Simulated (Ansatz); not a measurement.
The cluster AlB2. The state is a quartet with charge 0. Geometry r2SCAN-D4/def2-TZVP.

Cartesian coordinates in Å:
```
B -0.482 0.562 -0.730
B 0.261 0.753 0.668
Al 0.221 -1.316 0.062
```

At HF/STO-3G, HF/def2-TZVP, r2SCAN0-D4/def2-TZVP the charge 0 quartet is spin-contaminated (final ⟨S²⟩ up to 4.07, 3.75 for a pure state). The order of the spin states hangs on the level: the doublet lies 0.22 eV below the quartet at PBE0-D4/def2-TZVP, but 0.09 eV above it at HF/STO-3G. The structure comes from a short search, and lower isomers may exist.

(1) Estimate the α-spin orbital energies around the gap (eV) in Ansatz with HF/STO-3G, HF/def2-TZVP, PBE0-D4/def2-TZVP, r2SCAN0-D4/def2-TZVP, CAM-B3LYP-D4/def2-TZVP.

Answers

(1) 
```
orbital  HF/STO-3G  HF/def2-TZVP  PBE0-D4/def2-TZVP  r2SCAN0-D4/def2-TZVP  CAM-B3LYP-D4/def2-TZVP
 HOMO−9    -126.94       -133.94            -114.75               -117.22                 -115.40
 HOMO−8     -78.73        -88.10             -74.78                -76.05                  -76.05
 HOMO−7     -78.43        -87.98             -74.71                -75.99                  -75.99
 HOMO−6     -78.17        -87.82             -74.68                -75.94                  -75.96
 HOMO−5     -17.47        -21.58             -16.19                -16.67                  -17.80
 HOMO−4      -9.48        -12.72              -9.54                 -9.65                  -10.87
 HOMO−3      -8.91        -12.18              -9.00                 -9.36                  -10.30
 HOMO−2      -5.85         -9.90              -7.24                 -7.47                   -8.26
 HOMO−1      -4.94         -9.35              -6.72                 -6.97                   -7.92
   HOMO      -3.98         -8.40              -5.93                 -6.14                   -7.13
   LUMO       7.11          0.66              -2.39                 -2.24                   -1.26
 LUMO+1       9.49          1.04              -1.65                 -1.57                   -0.54
 LUMO+2       9.93          2.46              -0.42                 -0.34                    0.78
 LUMO+3      14.45          3.20               0.67                  0.87                    1.72
 LUMO+4      17.63          3.33               1.08                  1.41                    2.00
 LUMO+5      24.91          4.80               2.58                  3.01                    3.52
 β HOMO      -3.65         -8.73              -7.09                 -7.09                   -8.24
 β LUMO       6.21         -0.15              -3.82                 -3.64                   -2.72
```
